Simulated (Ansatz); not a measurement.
Input file:

```yaml
crystal:
  periodic: [false, false, false]
  atoms:
    - {symbol: B, position_ang: [0.000000, 0.000000, 0.115089]}
    - {symbol: B, position_ang: [0.000000, 0.000000, -1.407623]}
    - {symbol: H, position_ang: [0.000000, 0.000000, 1.292533]}
basis:
  gaussian: {orbitals: "6-31G*"}
magnetization: {spin_polarized: false, initial_magnetization: 1}
correlation: {method: fic_mrcisd_q, electrons: all, active_space: {window: {electrons: 3, orbitals: 3}, places: [1, 2]}}
accuracy: high
```

```sh
$ ansatz run in.yaml --threads 1 --pin off --events-out ev --progress --plain --max-ram 2393MiB
```

Q: What does the program do with this input?

A: Refused. The input was made wrong on purpose (two definitions of the active space), so the run isn't a sound calculation of what was asked.
```
Error: invalid value for `correlation.active_space`: name one of window, places and ras
```
